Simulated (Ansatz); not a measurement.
# CH: the cost of one run

Method: the levels named in each step, in Ansatz 0.2.0.

### 1 The system as given

Bond lengths: C1–H2 1.200 Å.

As a file:

```xyz
2

C     0.0000    0.0000    0.0000
H     0.0000    0.0000    1.2000
```

### 2 A rough first relaxation, PBE-D4/def2-SVP

This run stands in another session on the same molecule. It ended at:

```xyz
2

C     0.0000    0.0000    0.0187
H     0.0000    0.0000    1.1813
```

### 3 Relaxation, PBE0-D4/def2-TZVPP

This run stands in another session on the same molecule. It ended at:

```xyz
2

C     0.0000    0.0000    0.0302
H     0.0000    0.0000    1.1699
```

### 4 Frequencies, PBE0-D4/def2-TZVPP

File input.yaml:

```yaml
crystal:
  periodic: [false, false, false]
  atoms:
    - { symbol: C, position_ang: [0.0, 0.0, 0.03016261] }
    - { symbol: H, position_ang: [0.0, 0.0, 1.16987739] }
total_charge: 1
basis:
  gaussian: { orbitals: def2-TZVPP }
hamiltonian:
  xc: pbe0
  dispersion: d4
phonons: {}
```

Started as:

```
$ ansatz run input.yaml --threads 1 --pin off --max-ram 2560MiB --backend cpu --events-out ev --progress --plain --runs-dir out
```

**Question.** How long does this run take on 1 thread of AMD EPYC 9R14 (Zen 4), shared host, and how much memory does it need?

About 1.3 s, with a peak of 0.094 GiB.
